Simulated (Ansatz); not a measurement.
# NH₃+ (doublet): wave-function methods side by side at a displaced geometry (v1), 6-31G

Aim: climb from Hartree-Fock through coupled cluster and multireference methods for NH₃+ (doublet) at one geometry and basis, and see what each rung misses.

Program: Ansatz 0.2.0, Gaussian basis. Level of theory: 6-31G, core rule «outside noble gas», up to 1 orbitals frozen. These are calculated values, not measurements.

The runs, in order: UHF; CCSD(T) on ROHF; CCSD(T) on UHF; BCCD(T) on ROHF; CISD; CCSDT(Q) on ROHF; CCSDT(Q) on UHF; CISDTQ; CCSDTQ on ROHF; CCSDTQ on UHF; CASSCF and MRCISD+Q, 7 electrons in 7 orbitals; CASSCF and NEVPT2, 7 electrons in 7 orbitals; Full CI.

8 further runs of the same task are left out: 2 that didn't finish, 6 set aside as unsound or not needed.

## (1) The system

The geometry is a PBE0/def2-TZVP stationary point (not a proven minimum) with its atoms shifted at random (size 0.040 Å).

4 atoms, charge 1, spin multiplicity 2.

Atoms are counted from 1 here; the program's logs count them from 0.

Bond lengths: N1–H2 1.023 Å, N1–H3 1.041 Å, N1–H4 1.069 Å. Angles: H2–N1–H3 117.4°, H2–N1–H4 121.2°, H3–N1–H4 121.2°.

As a file:

```tsv
atom	x (Å)	y (Å)	z (Å)
N1	0.0006	-0.0004	0.0053
H2	1.0237	-0.0028	-0.0060
H3	-0.4762	0.9227	-0.0513
H4	-0.5552	-0.9138	-0.0159
```

## (2) UHF

in.yaml reads:

```yaml
crystal:
  periodic: [false, false, false]
  atoms:
    - {symbol: N, position_ang: [0.000553, -0.000437, 0.005260]}
    - {symbol: H, position_ang: [1.023741, -0.002824, -0.005963]}
    - {symbol: H, position_ang: [-0.476239, 0.922677, -0.051268]}
    - {symbol: H, position_ang: [-0.555191, -0.913784, -0.015871]}
basis:
  gaussian: {orbitals: 6-31G}
total_charge: 1
magnetization: {spin_polarized: true, initial_magnetization: 1}
hamiltonian: {xc: hf}
output: {orbitals: {seedname: orbitals}}
```

The run is started by

```
ansatz run in.yaml --threads 1 --pin off --events-out ev --progress --plain --max-ram 2176MiB
```

The runs that follow: CCSD(T) on ROHF; CCSD(T) on UHF; BCCD(T) on ROHF; CISD; CCSDT(Q) on ROHF; CCSDT(Q) on UHF; CISDTQ; CCSDTQ on ROHF; CCSDTQ on UHF; CASSCF and MRCISD+Q, 7 electrons in 7 orbitals; CASSCF and NEVPT2, 7 electrons in 7 orbitals; Full CI.

**Question.** What will the summary of the whole plan be? Wanted: FCI below the RHF energy; RMP2 from FCI; UMP2 from FCI; RCCSD from FCI; RCCSD(T) from FCI; UCCSD(T) from FCI; RCCSDT(Q) from FCI; UCCSDT(Q) from FCI; NEVPT2 valence from FCI.

**Answer**, as computed:

```
                         quantity                                                                                                                                        value
         FCI below the RHF energy                                                                                                                                   -2.9813 eV
                    RMP2 from FCI                                                                                                                              +11.87 kcal/mol
                    UMP2 from FCI                                                                                                                              +11.29 kcal/mol
                   RCCSD from FCI                                                                                                                               +0.76 kcal/mol
                RCCSD(T) from FCI                                                                                                                               +0.21 kcal/mol
                UCCSD(T) from FCI                                                                                                                               +0.21 kcal/mol
               RCCSDT(Q) from FCI                                                                                                                               +0.01 kcal/mol
               UCCSDT(Q) from FCI                                                                                                                                0.00 kcal/mol
          NEVPT2 valence from FCI                                                                                                                               +4.01 kcal/mol
        MRCISD+Q valence from FCI                                                                                                                               +0.09 kcal/mol
levels within 1 kcal/mol (43 meV)  RCCSD, UCCSD, RCCSD(T), UCCSD(T), BCCD(T), RCCSDT, UCCSDT, CISDTQ, RCCSDT(Q), UCCSDT(Q), RCCSDTQ, UCCSDTQ, MRCISD valence, MRCISD+Q valence
                    T1 diagnostic                                                                                                                                        0.015
   effectively unpaired electrons                                                                                                                                         1.02
```

RCCSD(T) lands +0.21 kcal/mol from the yardstick (0.3 % of the correlation energy). One determinant dominates. Of the multireference levels listed MRCISD+Q valence comes nearest in total energy (+0.09 kcal/mol), which doesn't show that its space is the better one. These misses are within one basis, not against nature; the frozen cores of restricted and unrestricted runs differ, which can shift their rows.
